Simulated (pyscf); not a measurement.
`[OH][SiH]([OH])[OH]` + `[H]` [doublet] → `[OH][Si]([OH])[OH]` [doublet] + `[H][H]`, a hydrogen abstraction (doublet surface; H–Si broken, H–H formed). PySCF, gas phase, ωB97X-D3(BJ)/def2-SVP geometries. Energies in kcal/mol from the separated reactants.

Small-basis levels: PySCF, no dispersion term, spherical d functions. Open shells are spin-unrestricted. 

Question: Quick BP86/6-31G* single points give ΔE‡ = -2.2 kcal/mol and ΔE = -12.7 kcal/mol. What does ωB97M-D3(BJ)/def2-TZVP give, and how far is the quick result from it?

Answer: ωB97M-D3(BJ)/def2-TZVP gives ΔE‡ = 6.8 kcal/mol and ΔE = -5.0 kcal/mol. BP86/6-31G* lies 9.1 kcal/mol under it in the barrier and 7.6 kcal/mol under it in the reaction energy, so on this step it does not hold to within 3.0 kcal/mol. At BP86/6-31G* this geometry lies under one side, so its ΔE‡ may be no barrier of that level. ωB97M-D3(BJ)/def2-TZVP has limits of its own. One saddle was located; it need not be the lowest between these sides. The angle at the transferred H is 178°.
